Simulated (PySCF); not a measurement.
Species: isocyanodiacetylene, C5HN.
SMILES with atom numbers: `[C-:1]#[N+:2][C:3]#[C:4][C:5]#[CH:6]` (hydrogens: H7 on C6)

Structure used (PBE0-D3(BJ)/def2-TZVP), in Å, numbered top down from 1:
```xyz
7
C5HN angstrom
C      3.2636   -0.8262    1.6800
N      2.2268   -0.5636    1.1840
C      1.0868   -0.2746    0.6399
C      0.0238   -0.0071    0.1309
C     -1.1698    0.2925   -0.4401
C     -2.2304    0.5581   -0.9482
H     -3.1670    0.7917   -1.3967
```

Computed with PySCF at wB97X-D/pcSseg-2, non-relativistic, on one gas-phase PBE0-D3(BJ)/def2-TZVP geometry that isn't relaxed in the solvent. The solvent is an IEF-PCM continuum (Bondi radii, 1.10 Å for H, scaled by 1.2). The model holds no explicit solvent molecules, cavitation or dispersion.

Gas phase at wB97X-D/pcSseg-2: HOMO -9.67 eV, LUMO -0.42 eV, dipole 3.11 D.

Question: What does the continuum do to the energy, the frontier levels and the dipole at wB97X-D/pcSseg-2 in chloroform?

Answer: 
```csv
solvent,ε,E(solvent) − E(gas) (kcal/mol),polarisation term (kcal/mol),distortion of the solute (kcal/mol),HOMO (eV),LUMO (eV),dipole (D)
chloroform,4.711,-2.38,-2.66,0.28,-9.58,-0.36,3.80
```

The first energy column is the sum of the next two and covers electrostatics alone.

Question: Which radius a makes the point-dipole formula ΔE = −[(ε − 1)/(2ε + 1)]·μ²/a³ give the value in chloroform, with the gas-phase dipole?

Answer: μ = 1.224 au and |ΔE| = 0.00379 Eh give a = 2.75 Å; the farthest nucleus lies 3.70 Å from the centroid of the nuclei, so such a sphere wouldn't even hold the nuclei. The formula assumes a rigid point dipole at the centre of a sphere.

Question: Give the dipole vector in the frame of the coordinates (D, pointing from negative to positive charge), gas and chloroform.

Answer: Gas (-2.74, 0.69, -1.31), solvent (-3.34, 0.84, -1.60). Its length changes by +22 % and its direction by less than 1°.

On Arm Neoverse N1, one thread, shared host with 64 logical CPUs at a one-minute load of 60, this took 35 s and 0.90 GiB of memory at its peak. This is the whole shielding run at wB97X-D/pcSseg-2 in chloroform, SCF included.

Note: wB97X-D ran without an empirical dispersion term, which enters the total energy and its gradient alone.
